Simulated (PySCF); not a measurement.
Stepwise substitution at one centre (Al F-SiH3). Gas-phase values, no solvent. Strings in code marks are SMILES.

Method: PBE-D3(BJ)/def2-TZVP // PBE0-D4/def2-TZVP (PySCF). All candidates: neutral, multiplicity 1. Delta-SCF ions had no search for a lower state. Excitations are Tamm–Dancoff values on a coarser integration grid. The basis has no diffuse functions, so Rydberg states are missing or too high.

```yaml
vertical ionisation energy (Delta-SCF): 10.64 eV
T1 excitation (TDA): 4.63 eV
HOMO: -7.50 eV
```

**Question.** Say which member has these values.
A) `[F][Al]([SiH3])[SiH3]`
B) `[F][Al]([F])[F]`
C) `[F][Al]([F])[SiH3]`

**Answer.** C, `[F][Al]([F])[SiH3]`. The others give `[F][Al]([SiH3])[SiH3]`: 8.92 eV, 3.11 eV, -6.30 eV; `[F][Al]([F])[F]`: 13.53 eV, 7.12 eV, -9.62 eV
